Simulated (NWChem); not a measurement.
# Be

Results from NWChem. Pople sets run with spherical d functions. Static field.

### Question
Order these by “isotropic polarisability (bohr³)”, lowest first: CAM-B3LYP/6-31G*; CAM-B3LYP/def2-SVPD; CAM-B3LYP/def2-TZVP; CAM-B3LYP/aug-cc-pVTZ.

### Answer
CAM-B3LYP/6-31G* (36.0), CAM-B3LYP/def2-TZVP (42.1), CAM-B3LYP/aug-cc-pVTZ (43.1), CAM-B3LYP/def2-SVPD (44.0)
